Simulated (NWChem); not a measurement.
**Correlation energy of C2H5O**

```
C
O 1 1.3445
H 1 1.1344 2 108.27
H 1 1.1344 3 98.70 2 -112.61
C 1 1.5295 3 111.15 4 -116.77
H 5 1.1086 1 110.36 3 174.96
H 5 1.1086 6 107.72 1 -120.55
H 5 1.1093 6 108.38 7 -117.07
```
Charge 0, spin multiplicity 2.

Program: NWChem. All single points use one geometry, from UPBE/def2-SVP, a minimum by its harmonic frequencies.

Basis set: STO-3G. Each correlation energy counts from its own Hartree-Fock reference.

```
method           correlation energy (mHa)
---------------  ------------------------
UMP2                               -119.4
SCS-UMP2                           -132.7
CCSD on UHF                        -162.5
CCSD[T] on UHF                     -163.8
CCSD(T) on UHF                     -163.7
CCSD on ROHF                       -164.1
CCSD[T] on ROHF                    -165.5
CCSD(T) on ROHF                    -165.4
CCSDT on ROHF                      -165.7
```

The values span 46.3 mHa, from CCSDT on ROHF (lowest) to UMP2 (highest). 

The correlated methods keep 3 core orbitals frozen. The structure started from a generated list of species. The unpaired electrons of the parent sit in orbitals of symmetry a" (Cs labels of the run); other states weren't searched. No SCF solution was tested for a lower state. Open-shell Hartree-Fock references start from PBE0 orbitals. No row is a measurement; the coupled-cluster row has its own basis-set and correlation limits.
